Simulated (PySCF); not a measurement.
**How the method changes the constants of AlF⁺**

State: ²Σ⁺ (doublet), unpaired electrons σ ↑. Set-up: Al def2-TZVPPD, F def2-TZVPPD; no relativity (PySCF 2.14). De refers to Al⁺ + F in their high-spin ground configurations, without counterpoise correction. The functionals are run spin-unrestricted. A positive dipole points towards F; it is taken about the centre of mass and depends on that origin.

```json
{"Level": "UHF", "Re (Å)": "1.577", "ωe (cm⁻¹)": "1013", "De (eV)": "2.23", "μ (D)": "-5.50", "CPU s a point (SCF and correlation, without the integrals)": "1.2"}
{"Level": "UHF-MP2", "Re (Å)": "1.608", "ωe (cm⁻¹)": "941", "De (eV)": "3.70", "μ (D)": "n/a", "CPU s a point (SCF and correlation, without the integrals)": "1.8"}
{"Level": "UHF-SCS-MP2", "Re (Å)": "1.606", "ωe (cm⁻¹)": "944", "De (eV)": "3.38", "μ (D)": "n/a", "CPU s a point (SCF and correlation, without the integrals)": "n/a"}
{"Level": "UHF-CCSD", "Re (Å)": "1.600", "ωe (cm⁻¹)": "957", "De (eV)": "3.04", "μ (D)": "n/a", "CPU s a point (SCF and correlation, without the integrals)": "n/a"}
{"Level": "UHF-CCSD(T)", "Re (Å)": "1.605", "ωe (cm⁻¹)": "941", "De (eV)": "3.18", "μ (D)": "n/a", "CPU s a point (SCF and correlation, without the integrals)": "32"}
{"Level": "LDA", "Re (Å)": "1.603", "ωe (cm⁻¹)": "918", "De (eV)": "4.21", "μ (D)": "-5.19", "CPU s a point (SCF and correlation, without the integrals)": "0.94"}
{"Level": "PBE", "Re (Å)": "1.623", "ωe (cm⁻¹)": "882", "De (eV)": "3.52", "μ (D)": "-5.19", "CPU s a point (SCF and correlation, without the integrals)": "1.2"}
{"Level": "revPBE", "Re (Å)": "1.629", "ωe (cm⁻¹)": "872", "De (eV)": "3.33", "μ (D)": "-5.19", "CPU s a point (SCF and correlation, without the integrals)": "0.77"}
{"Level": "r²SCAN", "Re (Å)": "1.604", "ωe (cm⁻¹)": "932", "De (eV)": "3.67", "μ (D)": "-5.28", "CPU s a point (SCF and correlation, without the integrals)": "2"}
{"Level": "M06-L", "Re (Å)": "1.604", "ωe (cm⁻¹)": "929", "De (eV)": "3.28", "μ (D)": "-5.13", "CPU s a point (SCF and correlation, without the integrals)": "2.2"}
{"Level": "B3LYP", "Re (Å)": "1.608", "ωe (cm⁻¹)": "917", "De (eV)": "3.18", "μ (D)": "-5.37", "CPU s a point (SCF and correlation, without the integrals)": "2.1"}
{"Level": "PBE0", "Re (Å)": "1.601", "ωe (cm⁻¹)": "935", "De (eV)": "3.29", "μ (D)": "-5.31", "CPU s a point (SCF and correlation, without the integrals)": "2.5"}
{"Level": "M06", "Re (Å)": "1.593", "ωe (cm⁻¹)": "961", "De (eV)": "3.09", "μ (D)": "-5.47", "CPU s a point (SCF and correlation, without the integrals)": "3.2"}
{"Level": "CAM-B3LYP", "Re (Å)": "1.600", "ωe (cm⁻¹)": "940", "De (eV)": "3.27", "μ (D)": "-5.38", "CPU s a point (SCF and correlation, without the integrals)": "3.4"}
```

(1) Which functional lies closest to UHF-CCSD(T) in De, which farthest, and by how much do they differ from it?

(2) What does the step from GGA to meta-GGA do here, going from PBE to r²SCAN?

(3) What does the gradient correction do here, going from LDA to PBE?

Correlated steps freeze 6 core orbitals. For an ion De counts to the pair picked by the measured ionisation energies or electron affinities, which need not be the lowest pair at this level. The state was picked by a PBE0 search and need not be the measured ground state.

The whole job (state search and all levels along the bond) took about 4.7 min on 2 threads of Arm Neoverse V1 (shared host), peak memory 3 GiB.

## Answers

(1) Closest is B3LYP (+0.3 pm in Re, -2.6 % in ωe, +0.00 eV in De against UHF-CCSD(T) in the same basis), farthest LDA (-0.2 pm in Re, -2.4 % in ωe, +1.03 eV in De). CCSD(T) converges more slowly with the basis than the functionals do and binds too weakly in this one, so the order can change at the basis-set limit.

(2) r²SCAN less PBE: -1.9 pm in Re, +5.7 % in ωe, +0.15 eV in De. 

(3) PBE less LDA: +2.0 pm in Re, -3.9 % in ωe, -0.69 eV in De. The gradient correction favours the more uneven density of free atoms, so it tends to lengthen bonds and takes away much of the overbinding of LDA; so it does here.
